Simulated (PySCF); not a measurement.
# C3H3ClO2: the cost of one run

Programs: PySCF 2.14.0, with routines of our own; each step states its level. All values are computed. Atoms count from 0.

## (1) The system as given

9 atoms, charge 0, multiplicity 1; geometry from: GFN2-xTB.

## (2) Magnetic properties: GIAO BHandHLYP/aug-pcSseg-1

The job: settings as JSON, then the geometry in Å.

```
{"job": {"kind": "mag", "xc": "BHandHLYP", "basis": "aug-pcSseg-1", "isotopologues": 2}, "charge": 0, "multiplicity": 1}
O      1.655151     1.461464    -0.270288
C      0.934010     0.494873    -0.300145
O      1.407611    -0.751788    -0.185923
C     -0.526851     0.588820    -0.463859
C     -1.414639    -0.403878    -0.511488
Cl    -1.064394    -2.061053    -0.391845
H      2.371884    -0.729845    -0.081876
H     -0.880446     1.605676    -0.552572
H     -2.468763    -0.198275    -0.636053
```

Level: GIAO BHandHLYP/aug-pcSseg-1 magnetisability, rotational g tensor and spin-rotation constants, non-relativistic, gas phase.

Run with:

```sh
$ OMP_NUM_THREADS=1 python excited_run.py task.json out
```

The driver reads the jobs from task.json and runs them one after another.

Q: Estimate the wall time and peak memory of this first job on 1 thread of Arm Neoverse V1, shared host.

About 20 s, with a peak of 0.82 GiB.
